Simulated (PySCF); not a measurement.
B3LYP has the VWN-RPA correlation part, as in Gaussian. 

```xyz
5

F     -0.7563    -0.5320    -0.9400
C     -0.0053     0.0178     0.0050
F     -0.3367     1.2942     0.1465
F     -0.2010    -0.6193     1.1517
F      1.2728    -0.0716    -0.3380
```

Charge 0, multiplicity 1.

Problem. Give the Mulliken and meta-Löwdin atomic charges from B3LYP-D3(BJ)/def2-TZVP (PySCF 2.14.0).

Solution. 
```json
[
 {"atom": "F1", "Mulliken (e)": "-0.15", "meta-Löwdin (e)": "-0.25"},
 {"atom": "C2", "Mulliken (e)": "0.61", "meta-Löwdin (e)": "1.00"},
 {"atom": "F3", "Mulliken (e)": "-0.15", "meta-Löwdin (e)": "-0.25"},
 {"atom": "F4", "Mulliken (e)": "-0.15", "meta-Löwdin (e)": "-0.25"},
 {"atom": "F5", "Mulliken (e)": "-0.15", "meta-Löwdin (e)": "-0.25"}
]
```
